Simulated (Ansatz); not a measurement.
# C3H6Cl2: small, medium and large basis sets

An exercise on one series of results from a longer session: the logs are not shown, and one member is left open.

Computed with Ansatz 0.2.0, Gaussian basis. Level: one geometry, several basis sets.

Plan: PBE0-D4/def2-SVP; ωB97M-V/def2-SVP; PBE0-D4/def2-QZVPP; ωB97M-V/def2-QZVPP; the functionals' def2-TZVPP values are taken from earlier runs.

## Structure used throughout

An earlier PBE0-D4 in a triple-zeta def2 set relaxation fixed the geometry.

SMILES `ClCCCCl`, 11 atoms, charge 0, spin multiplicity 1.

Atoms are counted from 1 here; the program's logs count them from 0.

Bond lengths: Cl1–C2 1.782 Å, C2–C3 1.511 Å, C2–H6 1.091 Å, C2–H7 1.088 Å, C3–C4 1.512 Å, C3–H8 1.095 Å, C3–H9 1.093 Å, C4–Cl5 1.788 Å, C4–H10 1.089 Å, C4–H11 1.090 Å. Angles: Cl1–C2–C3 110.9°, Cl1–C2–H6 106.8°, Cl1–C2–H7 107.0°, C3–C2–H6 111.5°, C3–C2–H7 111.5°, H6–C2–H7 108.9°, C2–C3–C4 112.8°, C2–C3–H8 109.3°, C2–C3–H9 109.8°, C4–C3–H8 107.8°, C4–C3–H9 109.9°, H8–C3–H9 107.2°, C3–C4–Cl5 112.2°, C3–C4–H10 110.9°, C3–C4–H11 111.8°, Cl5–C4–H10 106.4°, Cl5–C4–H11 106.4°, H10–C4–H11 108.8°.

The first run:

in.yaml reads:

```yaml
crystal:
  periodic: [false, false, false]
  atoms:
    - {symbol: Cl, position_ang: [1.408210, 2.386194, -0.287119]}
    - {symbol: C, position_ang: [0.395898, 1.097545, 0.411906]}
    - {symbol: C, position_ang: [0.275519, -0.070375, -0.539952]}
    - {symbol: C, position_ang: [-0.537143, -1.210021, 0.032371]}
    - {symbol: Cl, position_ang: [-2.240740, -0.749632, 0.317153]}
    - {symbol: H, position_ang: [0.865846, 0.801263, 1.350402]}
    - {symbol: H, position_ang: [-0.575942, 1.537363, 0.627946]}
    - {symbol: H, position_ang: [1.274967, -0.454842, -0.769137]}
    - {symbol: H, position_ang: [-0.165004, 0.264250, -1.482044]}
    - {symbol: H, position_ang: [-0.557832, -2.055208, -0.653680]}
    - {symbol: H, position_ang: [-0.143777, -1.546539, 0.992165]}
basis:
  gaussian: {orbitals: def2-SVP}
hamiltonian: {xc: pbe0, dispersion: d4}
output: {orbitals: {seedname: orbitals}}
```

Command:

```console
$ ansatz run in.yaml --threads 4 --pin off --events-out ev --progress --plain --max-ram 10444MiB
```

Among the steps run: PBE0-D4 in def2-SVP; ωB97M-V in def2-SVP; PBE0-D4 in def2-QZVPP; ωB97M-V in def2-QZVPP.

One table of the session follows, with a row left open; its other results are not shown here.

It belongs to the step «Functionals by basis». 

```
functional       basis  HOMO (eV)  LUMO (eV)
   PBE0-D4    def2-SVP      -8.12       1.03
   PBE0-D4  def2-TZVPP      -8.31       0.51
   PBE0-D4  def2-QZVPP      -8.35       0.17
   ωB97M-V    def2-SVP     -10.37       2.94
   ωB97M-V  def2-TZVPP     -10.59       2.25
   ωB97M-V  def2-QZVPP          ?          ?
```

**Question.** Estimate the row for ωB97M-V, def2-QZVPP.

**Answer.** HOMO (eV): -10.65; LUMO (eV): 1.59. In the column «HOMO (eV)» it is the lowest.
